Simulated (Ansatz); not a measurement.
# PH− (doublet): the correlation ladder, 6-31++G**

Aim: climb from Hartree-Fock through coupled cluster and multireference methods for PH− (doublet) at one geometry and basis, and see what each rung misses.

Program: Ansatz 0.2.0, Gaussian basis. Level of theory: 6-31++G**, core rule «outside noble gas», up to 5 orbitals frozen. These are calculated values, not measurements.

To be run: UHF; CCSD(T) on ROHF; CCSD(T) on UHF; BCCD(T) on ROHF; CISD as a restricted active space (open shells left free, so some higher excitations enter); CCSDT(Q) on ROHF; CCSDT(Q) on UHF; CISDTQ; CASSCF and MRCISD+Q, 7 electrons in 5 orbitals; CASSCF and NEVPT2, 7 electrons in 5 orbitals; Full CI.

18 further runs of the same task are left out: 9 that didn't finish, 9 set aside as unsound or not needed. Runs told in other sessions of the task aren't counted.

## Step 1: The geometry

The geometry is a PBE0/def2-TZVPD stationary point (not a proven minimum).

2 atoms, charge -1, spin multiplicity 2.

Atoms are counted from 1 here; the program's logs count them from 0.

Bond lengths: P1–H2 1.443 Å.

## Step 2: UHF

Contents of in.yaml:

```yaml
crystal:
  periodic: [false, false, false]
  atoms:
    - {symbol: P, position_ang: [0.000000, 0.000000, 0.000000]}
    - {symbol: H, position_ang: [0.000000, 0.000000, 1.442600]}
basis:
  gaussian: {orbitals: "6-31++G**"}
total_charge: -1
magnetization: {spin_polarized: true, initial_magnetization: 1}
hamiltonian: {xc: hf}
output: {orbitals: {seedname: orbitals}}
```

On the command line:

```bash
$ ansatz run in.yaml --threads 1 --pin off --events-out ev --progress --plain --max-ram 2393MiB
```

After this run come: CCSD(T) on ROHF; CCSD(T) on UHF; BCCD(T) on ROHF; CISD as a restricted active space (open shells left free, so some higher excitations enter); CCSDT(Q) on ROHF; CCSDT(Q) on UHF; CISDTQ; CASSCF and MRCISD+Q, 7 electrons in 5 orbitals; CASSCF and NEVPT2, 7 electrons in 5 orbitals; Full CI.

Before running them: what should the planned runs give, taken together? Wanted: FCI from the RHF energy; RMP2 from FCI; UMP2 from FCI; RCCSD from FCI; RCCSD(T) from FCI; UCCSD(T) from FCI; RCCSDT(Q) from FCI; UCCSDT(Q) from FCI; NEVPT2 valence from FCI.

**Answer**, as computed:

```
                         quantity                                                                                        value
          FCI from the ROHF energy                                                                                   -3.3424 eV
                    RMP2 from FCI                                                                                 +63.3 kJ/mol
                    UMP2 from FCI                                                                                 +63.5 kJ/mol
                   RCCSD from FCI                                                                                 +10.6 kJ/mol
                RCCSD(T) from FCI                                                                                  +2.1 kJ/mol
                UCCSD(T) from FCI                                                                                  +2.1 kJ/mol
               RCCSDT(Q) from FCI                                                                                   0.0 kJ/mol
               UCCSDT(Q) from FCI                                                                                   0.0 kJ/mol
          NEVPT2 valence from FCI                                                                                 +76.3 kJ/mol
        MRCISD+Q valence from FCI                                                                                  +2.5 kJ/mol
levels within 1 kcal/mol (43 meV)  RCCSD(T), UCCSD(T), BCCD(T), RCCSDT, UCCSDT, CISDTQ, RCCSDT(Q), UCCSDT(Q), MRCISD+Q valence
                    T1 diagnostic                                                                                        0.020
   effectively unpaired electrons                                                                                         1.05
```

In words: RCCSD(T) lands +2.1 kJ/mol from the yardstick (0.7 % of the correlation energy). One determinant dominates. Of the multireference levels listed MRCISD+Q valence comes nearest in total energy (+2.5 kJ/mol), which doesn't show that its space is the better one. These misses are within one basis, not against nature; the frozen cores of restricted and unrestricted runs differ, which can shift their rows.

Levels on UHF freeze UHF's core orbitals, full CI those of ROHF, so the U rows can settle a little off it for that reason alone.

With open shells the CI space here admits some higher excitations, so it is larger than plain CISD.
